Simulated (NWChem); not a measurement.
**Correlation energy of fluorine (F2)**

```xyz
2

F      0.0000     0.0000     0.6882
F      0.0000     0.0000    -0.6882
```
Charge 0, spin multiplicity 1.

Everything below was run with NWChem. Structure: optimised with PBE0/def2-SVP, a minimum by its harmonic frequencies.

Basis set: cc-pVTZ. Each correlation energy counts from its own Hartree-Fock reference.

The correlated methods keep 2 core orbitals frozen. Coupled-cluster values serve here as a point of comparison, not as the truth.

Question: One of these methods gave a correlation energy of -518.4 mHa. Which?
A) CCSD
B) CCSD+T(CCSD)
C) SCS-MP2
D) RI-MP2

Answer: D, RI-MP2. The others give -508.5 (SCS-MP2), -522.1 (CCSD), -539.9 (CCSD+T(CCSD)).
